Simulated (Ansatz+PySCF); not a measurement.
A calculation with PySCF 2.14.0.

```python
from pyscf import gto, scf

mol = gto.M(atom="""
F 0.000000 0.000000 -1.052350
H 0.000000 0.000000 0.000000
F 0.000000 0.000000 1.052350
""", basis='def2-svp', charge=-1, spin=0)
mf = scf.UHF(mol)
mf.kernel()
print(mf.converged, mf.e_tot, mf.spin_square()[0])
```

The script is written out from the run's settings.

Results

- Converged: yes
- Total energy: -199.29415 hartree
- Spin squared of the determinant: 0.000
- Cycles: 8

Caution: no diffuse functions for an anion.
